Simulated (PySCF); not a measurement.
C₅H₇F.
Bonds: C1–C2 (double), C2–C3, C3–F4, C3–C5, C5–C6 (double). Hydrogens: H7, H8 on C1; H9 on C2; H10 on C3; H11 on C5; H12, H13 on C6.

A GFN2-xTB structure was refined with PBE0-D3(BJ)/def2-SVP geometry optimisation, gas phase (PySCF 2.14.0). Its GFN2-xTB values:

```tsv
coordinate	GFN2-xTB
C1=C2	1.341 Å
C1–H7	1.081 Å
C1–H8	1.053 Å
C2–C3	1.514 Å
C2–H9	1.100 Å
C3–F4	1.375 Å
C3–H10	1.119 Å
C1–C2–C3	124.2°
C2–C3–F4	108.6°
C2–C3–C5	110.2°
C1–C2–C3–F4	8°
C2–C3–C5–C6	114°
```

Task: How do these coordinates change at the PBE0-D3(BJ)/def2-SVP level?

Result: 
```tsv
coordinate	PBE0-D3(BJ)/def2-SVP (Å or °)	change
C1–H8	1.093	+0.040
C2–C3	1.502	-0.012
C1–H7	1.092	+0.011
C1=C2	1.331	-0.010
C3–H10	1.110	-0.009
C2–H9	1.096	-0.004
C3–F4	1.372	-0.003
C2–C3–F4	110.4	+1.8
C2–C3–C5	111.6	+1.4
C1–C2–C3	124.0	-0.2
C1–C2–C3–F4	1	-7
C2–C3–C5–C6	121	+7
```

The energy falls by 0.116 eV over 6 energy and gradient evaluations, the largest force component goes from 0.0299 to 2.6e-04 Eh/bohr, and the atoms move by 0.102 Å rms after alignment. The bond that changes most is C1–H8 (terminal =CH2 carbon to vinylic hydrogen), which lengthens by 0.040 Å. Bonds longer at the end by more than 0.005 Å: 6 of 12; shorter: 3. Rotational constants go from 6322, 2545, 2221 to 6770, 2479, 2138 MHz.

The run used 119 basis functions and 40 SCF cycles in all.

No frequency check. One conformer, not necessarily the lowest.

The values belong to the conformer `[CH2:1]=[CH:2][CH:3]([F:4])[CH:5]=[CH2:6]`: C1–C2–C3–F4 1°, C2–C3–C5–C6 121°.
